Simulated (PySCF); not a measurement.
Compound: 5-methylisoxazole, C₄H₅NO.
Z-matrix (Å and degrees, PBE0-D3(BJ)/def2-SVP geometry), rows numbered from 1:
```
C 
C   1  1.4808
C   2  1.3659  1  133.89
C   3  1.4201  2  103.20  1  -179.92
N   4  1.3064  3  111.77  2    -0.01
O   2  1.3389  1  117.15  3  -179.92
H   1  1.0969  2  110.25  3    -0.79
H   1  1.1007  2  110.79  3  -121.19
H   1  1.1009  2  110.80  3   119.56
H   3  1.0863  2  127.96  1     0.13
H   4  1.0901  3  129.03  2   179.99
```

The closed-shell ground state was solved at several levels (PySCF, density fitting, gas phase, non-relativistic).

```tsv
level	basis functions	total energy (Eh)	HOMO (eV)	LUMO (eV)	gap (eV)	dipole (D)
B3LYP/pcJ-1	212	-285.3671	-7.22	-0.51	6.71	3.26
PBE0/pcSseg-1	127	-285.0010	-7.46	-0.28	7.18	3.28
KT2/pcSseg-2	286	-290.2163	-6.30	-1.26	5.04	3.14
```

Q: Estimate the row for CAM-B3LYP/def2-SVPD, a basis of 163 functions; the other rows only guide the guess.

A: Total energy -285.0263 Eh, HOMO -8.79 eV, LUMO 0.75 eV, gap 9.54 eV, dipole 3.36 D.

Q: Over all these levels, which gives the widest orbital gap and which the narrowest?

A: CAM-B3LYP/def2-SVPD (range-separated hybrid) has the widest, 9.54 eV, and KT2/pcSseg-2 (GGA) the narrowest, 5.04 eV. Functional and basis both differ between the two, so the spread mixes both effects.

Q: How far do the dipole and the HOMO energy spread over the levels?

A: The dipole runs from 3.14 to 3.36 D (mean 3.26 D) and the HOMO from -8.79 to -6.30 eV.
